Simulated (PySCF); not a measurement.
Ligands exchanged one at a time, Al H-F. All species are isolated molecules in the gas phase. Strings in code marks are SMILES.

The S1 excitation (TDA) from two functionals at the same geometries (CAM-B3LYP-D3(BJ)/def2-TZVP), both in PySCF: PBE-D3(BJ)/def2-TZVP and TPSSh-D3(BJ)/def2-TZVP. Excitations are Tamm–Dancoff values on a coarser integration grid. The basis has no diffuse functions, so Rydberg states are missing or too high.

```csv
species,PBE-D3(BJ)/def2-TZVP (eV)
1 of 3 H replaced by F,5.46
2 of 3 H replaced by F,7.38
3 of 3 H replaced by F (`[F][Al]([F])[F]`),7.33
```

Task: What does TPSSh-D3(BJ)/def2-TZVP give for each?

Result: 
- 1 of 3 H replaced by F: 5.98
- 2 of 3 H replaced by F: 7.89
- 3 of 3 H replaced by F (`[F][Al]([F])[F]`): 8.14
Over these rows, drawn at random from the members with no instability flagged (it was tested for open shells, ions and some series alone), PBE minus TPSSh-D3(BJ): mean -0.61 eV, from -0.81 eV to -0.51 eV.
